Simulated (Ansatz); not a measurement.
A nudged elastic band was laid between two geometries of AlH$_{8}$NSi (11 atoms, charge 0, multiplicity 1).

The calculation used Ansatz 0.2.0, RHF/def2-SVP.

- movable images: 7
- climbing image: yes
- spring: 0.5 eV/Å²
- optimiser: quadratic models (default)
- start path: through a guess of the saddle point
- force threshold: 0.03 eV/Å
- iteration limit: 60
- end points: relaxed

First end point:

```xyz
11
Properties=species:S:1:pos:R:3
Al 0.085 -0.248 -0.016
H -0.265 1.060 0.834
H 1.632 -0.513 -0.334
H -0.976 -0.718 -1.116
N -0.234 -1.728 1.457
H -0.857 -2.401 1.034
Si 1.255 -2.509 2.108
H 1.866 -3.266 1.006
H 2.120 -1.437 2.623
H 0.867 -3.423 3.206
H -0.769 -1.267 2.180
```

Last end point:

```xyz
11
Properties=species:S:1:pos:R:3
Al 0.339 -0.847 -0.320
H -1.362 1.248 2.005
H 1.588 0.112 -0.285
H -0.879 -0.635 -1.301
N 0.284 -2.251 0.787
H -0.545 -2.818 0.706
Si 1.394 -2.836 1.984
H 1.833 -4.227 1.705
H 2.583 -1.953 1.989
H 0.799 -2.838 3.346
H -1.309 0.596 2.367
```

(1) Which bonds break or form, and what moves?

(2) What energy profile does the band end with?

(3) What is the geometry of the highest image?

Results:

(1) Bonds broken: Al1–H2, N5–H11. Bonds formed: H2–H11. AlH8NSi becomes AlH6NSi + H2.

(2) The forces met the threshold. The highest image is number 4 of 0 to 8, 162.1 kJ/mol above the first end and 130.5 kJ/mol above the last; the last end lies 31.5 kJ/mol above the first. Another band between the same ends (7 images) ends at a top of the same energy, where a vibrational analysis finds 1 clearly imaginary mode. The orbitals stay closed-shell, which can raise the energy where a bond breaks towards radicals; this wasn't checked here.

```json
{"image": "0", "path coordinate (Å)": "0.00", "energy (kJ/mol)": "0.0", "Al1–H2 (Å)": "1.60", "N5–H11 (Å)": "1.01", "H2–H11 (Å)": "2.74"}
{"image": "1", "path coordinate (Å)": "0.48", "energy (kJ/mol)": "2.5", "Al1–H2 (Å)": "1.60", "N5–H11 (Å)": "1.01", "H2–H11 (Å)": "2.55"}
{"image": "2", "path coordinate (Å)": "0.96", "energy (kJ/mol)": "15.4", "Al1–H2 (Å)": "1.61", "N5–H11 (Å)": "1.01", "H2–H11 (Å)": "2.13"}
{"image": "3", "path coordinate (Å)": "1.44", "energy (kJ/mol)": "59.8", "Al1–H2 (Å)": "1.65", "N5–H11 (Å)": "1.04", "H2–H11 (Å)": "1.58"}
{"image": "4", "path coordinate (Å)": "1.92", "energy (kJ/mol)": "162.1", "Al1–H2 (Å)": "1.80", "N5–H11 (Å)": "1.37", "H2–H11 (Å)": "1.01"}
{"image": "5", "path coordinate (Å)": "2.70", "energy (kJ/mol)": "58.4", "Al1–H2 (Å)": "2.26", "N5–H11 (Å)": "2.19", "H2–H11 (Å)": "0.75"}
{"image": "6", "path coordinate (Å)": "3.48", "energy (kJ/mol)": "35.8", "Al1–H2 (Å)": "2.75", "N5–H11 (Å)": "2.85", "H2–H11 (Å)": "0.75"}
{"image": "7", "path coordinate (Å)": "4.26", "energy (kJ/mol)": "32.0", "Al1–H2 (Å)": "3.16", "N5–H11 (Å)": "3.39", "H2–H11 (Å)": "0.75"}
{"image": "8", "path coordinate (Å)": "5.03", "energy (kJ/mol)": "31.5", "Al1–H2 (Å)": "3.56", "N5–H11 (Å)": "3.62", "H2–H11 (Å)": "0.75"}
```

(3) 
```xyz
11
Properties=species:S:1:pos:R:3
Al 0.059 -0.525 -0.163
H -0.537 0.426 1.250
H 1.523 -0.053 -0.509
H -1.115 -0.650 -1.210
N -0.046 -1.819 1.276
H -0.879 -2.388 1.228
Si 1.252 -2.573 2.185
H 1.924 -3.641 1.407
H 2.239 -1.525 2.519
H 0.716 -3.173 3.429
H -0.410 -0.528 1.569
```

Time of the run: 5 min on 1 thread of Arm Neoverse V1, with other jobs on the host, peak memory 0.16 GiB.
